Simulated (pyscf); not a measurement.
Optimised with ωB97X-D3(BJ)/def2-SVP in PySCF.

Q: For the elementary gas-phase step Cl–SiH₂–SeH (SMILES Cl[SiH2][SeH]) + H₂ (SMILES [H][H]) -> H₃Si–SeH (SMILES [SiH3][SeH]) + HCl (SMILES Cl) (singlet surface; Cl–Si, H–H broken, H–Si, Cl–H formed), what barrier and reaction energy does ωB97M-D3(BJ)/def2-TZVP give, measured from the separated reactants?

A: ΔE‡ = 52.4 kcal/mol, ΔE = +18.5 kcal/mol. Zero-point energy shifts the barrier by +2.3 kcal/mol. It is a four-centre exchange, with an imaginary mode of 881i cm⁻¹. This is the saddle that the search found; another between the same sides may lie lower. Elements up to Kr have no core potential and no relativistic terms here.
